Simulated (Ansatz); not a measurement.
# O–C–PH, singlet: vertical spin and charge gaps

Geometry (PBE0/def2-TZVP stationary point for this spin, not checked as a minimum):

```xyz
4

O     0.0000    0.0189    1.7341
C     0.0000    0.0338    0.5856
P     0.0000   -0.0670   -1.0874
H     0.0000    1.3572   -1.0865
```

Basis cc-pVDZ; Ansatz 0.2.0. Only valence electrons are correlated (noble-gas cores frozen). Prefix R: restricted or restricted open-shell reference; prefix U: unrestricted.

Gaps are energies of the second state less the first, at fixed atoms, for a selection of the levels run; each method lands on the state that its own search finds for that charge and spin.

A value is left out where its run failed or describes another state than the reference as far as symmetry and spin tell, or, spin-broken singlets apart, can't be checked.

Removing an electron, to the doublet: 8.950 eV at UCCSDT(Q).

```
    level  gap (eV)  error (meV)
      RHF     8.454         -496
      UHF     8.275         -675
     RMP2     8.938          -12
     UMP2     9.098          148
     CISD     8.805         -145
    RCCSD     8.912          -38
    UCCSD     8.903          -47
 RCCSD(T)     8.952            2
 UCCSD(T)     8.961           11
  BCCD(T)     8.958            8
   RCCSDT     8.950            0
   UCCSDT     8.949           -1
RCCSDT(Q)     8.957            7
      PBE     9.300          350
   r2SCAN     9.372          422
     PBE0     9.341          391
    B3LYP     9.340          390
  wB97M-V     9.269          319
   B2PLYP     9.168          218
  RPA-PBE     9.094          144
```

In so small a basis the reference is far from its limit while semilocal and hybrid functionals are nearer theirs (RPA and double hybrids share part of the reference's basis error), so the functionals' errors here hold much of the reference's basis and frozen-core error, which can add to them or hide them.

Full CI isn't at hand for all of this; UCCSDT(Q) serves as the reference, and is uncertain by the last step of the cluster series or more. The frozen core follows each run's orbitals, which can shift R against U totals by a few meV.
